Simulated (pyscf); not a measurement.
Routes from H₃C–CH₂–CH₂–Al(CH₃)–NH₂ (SMILES CC[CH2][Al]([CH3])[NH2])

Candidate steps break at most two bonds and form at most two. Each was searched with GFN2-xTB (tblite) first. Single points on ωB97X-D3(BJ)/def2-SVP structures (PySCF, gas phase). Energies: ωB97M-D3(BJ)/def2-TZVP, kJ/mol, from the reactant's lowest minimum found, singlet surface; ΔG‡ with ideal gas, 1 atm, RRHO with modes under 100 cm⁻¹ raised to 100, one conformer, R ln 2 for chiral ones without a mode under 150 cm⁻¹.

```tsv
products	type	ΔE‡	ΔE	ΔG‡ 298 K	ΔG‡ 900 K	ν‡ (cm⁻¹)
H₃C–Al(CH₃)–NH₂ + H₂C=CH₂	elimination	190.5	+90.7	182.5	186.4	512i
H₃C–CH₂–CH₂–CH₂–AlH–NH₂	concerted two-bond exchange	414.3	+43.4	402.5	414.7	730i
```

Row 1: On the product side the descent ends in a complex, 33.4 kJ/mol under the separated species and 122.6 kJ/mol under the saddle at ωB97X-D3(BJ)/def2-TZVP. 

Plain bond fissions and candidates not yet searched are not listed, and one of them may be faster. Each barrier is that of the saddle found; lower ones may exist.
